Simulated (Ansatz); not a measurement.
# C₃H₅FS: how energies converge with the basis set

The task here is to estimate one member of a computed series from the others.

Method: one geometry, several basis sets; program: Ansatz 0.2.0, Gaussian basis.

The runs, in order: PBE0-D4/def2-SVP; ωB97M-V/def2-SVP; PBE0-D4/def2-QZVPP; ωB97M-V/def2-QZVPP; the functionals' def2-TZVPP values are taken from earlier runs.

**Structure used throughout**

The geometry comes from an earlier relaxation with PBE0-D4 in a triple-zeta def2 set; it is a stationary point, not always the lowest conformer.

10 atoms, charge 0, spin multiplicity 1.

Atoms are counted from 1 here; the program's logs count them from 0.

Bond lengths: C1–C2 1.324 Å, C1–H6 1.080 Å, C1–H7 1.082 Å, C2–F3 1.343 Å, C2–S4 1.742 Å, S4–C5 1.803 Å, C5–H8 1.088 Å, C5–H9 1.090 Å, C5–H10 1.090 Å. Angles: C2–C1–H6 119.9°, C2–C1–H7 120.4°, H6–C1–H7 119.6°, C1–C2–F3 120.2°, C1–C2–S4 125.2°, F3–C2–S4 114.5°, C2–S4–C5 100.6°, S4–C5–H8 110.8°, S4–C5–H9 106.0°, S4–C5–H10 111.0°, H8–C5–H9 109.1°, H8–C5–H10 110.5°, H9–C5–H10 109.3°.

Set-up of the first run:

The input, in.yaml:

```yaml
crystal:
  periodic: [false, false, false]
  atoms:
    - {symbol: C, position_ang: [1.671830, -0.424316, 1.161613]}
    - {symbol: C, position_ang: [0.848562, 0.202566, 0.336225]}
    - {symbol: F, position_ang: [1.297143, 0.665528, -0.842431]}
    - {symbol: S, position_ang: [-0.810087, 0.603796, 0.686292]}
    - {symbol: C, position_ang: [-1.600917, 0.126470, -0.862545]}
    - {symbol: H, position_ang: [1.295497, -0.841982, 2.083267]}
    - {symbol: H, position_ang: [2.725103, -0.507957, 0.926655]}
    - {symbol: H, position_ang: [-1.170005, 0.672128, -1.700024]}
    - {symbol: H, position_ang: [-2.651005, 0.400836, -0.760289]}
    - {symbol: H, position_ang: [-1.523022, -0.948167, -1.025861]}
basis:
  gaussian: {orbitals: def2-SVP}
hamiltonian: {xc: pbe0, dispersion: d4}
output: {orbitals: {seedname: orbitals}}
```

Among the steps run: PBE0-D4 in def2-SVP; ωB97M-V in def2-SVP; PBE0-D4 in def2-QZVPP; ωB97M-V in def2-QZVPP.

One of the session's tables, all rows but one given; the rest of the session is left out.

It belongs to the step «Density functionals: the series». 

| functional | basis | HOMO (eV) | LUMO (eV) |
| --- | --- | --- | --- |
| PBE0-D4 | def2-SVP | ? | ? |
| PBE0-D4 | def2-TZVPP | -6.70 | -0.21 |
| PBE0-D4 | def2-QZVPP | -6.73 | -0.31 |
| ωB97M-V | def2-SVP | -8.77 | 2.26 |
| ωB97M-V | def2-TZVPP | -8.86 | 1.85 |
| ωB97M-V | def2-QZVPP | -8.89 | 1.56 |

Q: Estimate the row for PBE0-D4, def2-SVP from the others.

The run gave: HOMO (eV): -6.63; LUMO (eV): 0.06. In the column «HOMO (eV)» it is the highest.
